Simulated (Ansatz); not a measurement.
AlBFH$_{3}$ (`F[BH][AlH2]`) from Hartree–Fock to CCSD(T)

Cartesian coordinates in Å:
```
F -0.920 -1.915 0.116
B -0.956 -0.591 0.005
Al 0.866 0.569 -0.007
H -2.072 -0.132 -0.086
H 1.605 0.920 -1.373
H 1.477 1.148 1.345
```

Total charge 0; spin multiplicity 1. The geometry is a stationary point of PBE0-D4/def2-TZVP. Frozen core, restricted reference, Ansatz 0.2.0. CBS rows extrapolate triple and quadruple zeta; past MP2 they add the triple-zeta difference.

```csv
basis,HF (Eh),MP2 corr.,CCSD corr.,(T),CCSD(T) total
def2-SVP,?,?,-0.36198,-0.00692,?
def2-TZVPP,-367.85588,?,?,-0.01297,?
def2-QZVPP,-367.86881,-0.46139,–,–,–
CBS(def2),-367.87059,-0.48849,-0.51901,as TZ,-368.40257
```

Q: Fill in the withheld values. (Estimate.)

A: Computed: def2-SVP HF (Eh): -367.61565; def2-SVP MP2 corr.: -0.32912; def2-SVP CCSD(T) total: -367.98455; def2-TZVPP MP2 corr.: -0.42480; def2-TZVPP CCSD corr.: -0.45532; def2-TZVPP CCSD(T) total: -368.32417.
